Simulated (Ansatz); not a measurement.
Start from `COC` and change one atom or group to get `CON`.

Ansatz, PBE0-D4/def2-TZVP geometries, multiplicity 1. Each molecule was computed in one conformer, which needn't be the lowest.

```csv
property,`COC`
HOMO–LUMO gap (PBE0/def2-TZVPP) / eV,8.83
HOMO energy (ωB97M-V/def2-TZVPP) / eV,-9.84
HOMO–LUMO gap (PBE/def2-TZVPP) / eV,6.41
LUMO energy (PBE0/def2-TZVPP) / eV,1.41
size of the dipole moment (ωB97M-V/def2-TZVPP) / D,1.22
LUMO energy (ωB97M-V/def2-TZVPP) / eV,2.89
```

(1) What does the change do to each property? (An estimate is asked.)

## Answers

(1) Computed: 
```
                                          property  `CON`  shift
              HOMO–LUMO gap (PBE0/def2-TZVPP) / eV   8.61  -0.22
             HOMO energy (ωB97M-V/def2-TZVPP) / eV  -9.89  -0.05
               HOMO–LUMO gap (PBE/def2-TZVPP) / eV   6.18  -0.23
                LUMO energy (PBE0/def2-TZVPP) / eV   1.20  -0.21
size of the dipole moment (ωB97M-V/def2-TZVPP) / D   0.52  -0.70
             LUMO energy (ωB97M-V/def2-TZVPP) / eV   2.54  -0.35
```

The zero-point energy changes by -29.5 kJ/mol with -3 modes. Dipoles are sizes alone; their direction can turn.
